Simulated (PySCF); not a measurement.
Predicted microwave data (wB97X-D/def2-SVPD in PySCF (dipole) on a GFN2-xTB geometry, gas phase) for one isomer of C4H9OP:

```
Rotational constants : A = 7976, B = 1659, C = 1468 MHz
Dipole components    : |μa| = 1.13 D, |μb| = 0.78 D, |μc| = 1.13 D
Inertial defect      : -23.78 u·Å²
κ                    : -0.94
```

Question: Which structure is it? (One computed conformer of each.)
A. `[CH3:1][O:2][CH:3]1[CH2:4][PH:5][CH2:6]1` with C1–O2–C3–C4 175°, O2–C3–C4–P5 143°, C3–C4–P5–C6 -18°, C4–P5–C6–C3 17°, O2–C3–C6–P5 -140°
B. `[CH2:1]=[CH:2][P@H:3](=[O:4])[CH2:5][CH3:6]` with C1–C2–P3–O4 3°, C2–P3–C5–C6 -175°

Answer: A. It is COC1CPC1, a near-prolate asymmetric top, point group C1. The candidates at the same level (rigid rotor, commonest isotopes):

| SMILES | A (MHz) | B (MHz) | C (MHz) | μa (D) | μb (D) | μc (D) | Δ (u·Å²) | point group | rotor |
| --- | --- | --- | --- | --- | --- | --- | --- | --- | --- |
| COC1CPC1 | 7976 | 1659 | 1468 | 1.13 | 0.78 | 1.13 | -23.78 | C1 | near-prolate asymmetric top |
| C=C[P@H](=O)CC | 6121 | 1794 | 1528 | 0.00 | 3.85 | 0.70 | -33.57 | C1 | asymmetric top |

`C=C[P@H](=O)CC` has A 23 % too low. No structure here is proved a minimum.
